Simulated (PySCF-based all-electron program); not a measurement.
**CF, doublet: squeezing and stretching**

Calculated with an in-house all-electron program built on PySCF, in large uncontracted Gaussian sets near the basis limit; the spin-free Dirac equation, no spin–orbit coupling, spin-unrestricted, lowest state found (another of this spin can lie close). Forces are good to about 0.002 eV/Å. A positive force pushes the atoms apart.

| r (Å) | PBE (eV/Å) |
| --- | --- |
| 1.1448 | 9.913 |
| 1.272 | 0.567 |
| 1.3992 | ? |

(1) Fill in the missing PBE forces.

(2) Between which listed lengths does the PBE force vanish, and at which of the two is it smaller?

Answers

(1) 1.3992 Å: -3.301 eV/Å.

(2) Between 1.272 and 1.399 Å. The force is smaller at 1.272 Å.
